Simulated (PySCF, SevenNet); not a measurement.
For rock-salt MgS, the machine-learned potential SevenNet-l3i5 (trained on PBE and PBE+U data) gives:

* **lattice constant a**: 5.228 Å
* **bulk modulus**: 72.7 GPa

Q: What does Hartree–Fock (GTH pseudopotentials, Gaussian basis; PySCF) give for the same quantities?

A: 
- lattice constant a: 5.283 Å (goes up by 1.1 %)
- bulk modulus: 77.6 GPa (goes up by 6.7 %)

For comparison: lattice constant a 5.188 Å (measured, corrected for zero-point motion; as tabulated in Goldzak et al. (2022), arXiv:2208.04865); bulk modulus 81 GPa (measured, corrected for zero-point motion; as tabulated in Goldzak et al. (2022), arXiv:2208.04865).

Changes are worked out from the printed values.

Unless a cell is named, each level is at its own relaxed cell (SevenNet-l3i5 17.86, Hartree–Fock 18.44 Å³/atom).
